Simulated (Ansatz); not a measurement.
# C4H5NS: the cost of one run

Method: the settings change from run to run; program: Ansatz 0.2.0, Gaussian basis.

## Step 1: The relaxed structure

The geometry comes from an earlier relaxation with PBE0-D4 in a triple-zeta def2 set; it is a stationary point, not always the lowest conformer.

SMILES `Cc1cncs1`, 11 atoms, charge 0, spin multiplicity 1.

Atoms are counted from 1 here; the program's logs count them from 0.

Bond lengths: C1–C2 1.487 Å, C1–H7 1.091 Å, C1–H8 1.093 Å, C1–H9 1.093 Å, C2–C3 1.363 Å, C2–S6 1.717 Å, C3–N4 1.364 Å, C3–H10 1.083 Å, N4–C5 1.294 Å, C5–S6 1.718 Å, C5–H11 1.082 Å. Angles: C2–C1–H7 109.5°, C2–C1–H8 111.8°, C2–C1–H9 111.8°, H7–C1–H8 108.0°, H7–C1–H9 108.0°, H8–C1–H9 107.6°, C1–C2–C3 128.6°, C1–C2–S6 123.2°, C3–C2–S6 108.2°, C2–C3–N4 116.8°, C2–C3–H10 123.8°, N4–C3–H10 119.4°, C3–N4–C5 110.3°, N4–C5–S6 114.8°, N4–C5–H11 124.2°, S6–C5–H11 121.0°, C2–S6–C5 89.9°.

Coordinates:

```
C    -0.16239   -0.40149    1.71792
C    -0.10508   -0.03939    0.27664
C     0.94457   -0.14932   -0.58591
N     0.72998    0.25900   -1.86941
C    -0.48337    0.68581   -2.00825
S    -1.43961    0.61719   -0.58208
H     0.80431   -0.79752    2.03302
H    -0.91953   -1.16453    1.91526
H    -0.39275    0.46337    2.34516
H     1.91689   -0.53587   -0.30636
H    -0.89301    1.06274   -2.93601
```

## Step 2: r2SCAN/cc-pVTZ-DK

Options: multiplicity 3, restricted open-shell orbitals, relativity set to scalar, the search for lower states set to light.

in.yaml

```yaml
crystal:
  periodic: [false, false, false]
  atoms:
    - {symbol: C, position_ang: [-0.162393, -0.401491, 1.717924]}
    - {symbol: C, position_ang: [-0.105084, -0.039389, 0.276641]}
    - {symbol: C, position_ang: [0.944566, -0.149318, -0.585912]}
    - {symbol: N, position_ang: [0.729981, 0.258999, -1.869409]}
    - {symbol: C, position_ang: [-0.483366, 0.685809, -2.008248]}
    - {symbol: S, position_ang: [-1.439606, 0.617189, -0.582079]}
    - {symbol: H, position_ang: [0.804309, -0.797521, 2.033025]}
    - {symbol: H, position_ang: [-0.919535, -1.164530, 1.915256]}
    - {symbol: H, position_ang: [-0.392754, 0.463373, 2.345157]}
    - {symbol: H, position_ang: [1.916888, -0.535871, -0.306357]}
    - {symbol: H, position_ang: [-0.893007, 1.062741, -2.936011]}
basis:
  gaussian: {orbitals: cc-pVTZ-DK}
magnetization: {spin_polarized: false, initial_magnetization: 2}
hamiltonian: {xc: {name: r2SCAN}, pseudopotentials: {relativity: scalar}}
scf: {lower_state_search: light}
```

Launch:

```sh
> ansatz run in.yaml --threads 4 --pin off --events-out ev --progress --plain --max-ram 10444MiB
```

**Question.** How long does this run take on 4 threads of Arm Neoverse V1, shared host, and how much memory does it need?

About 33 s, with a peak of 0.66 GiB.
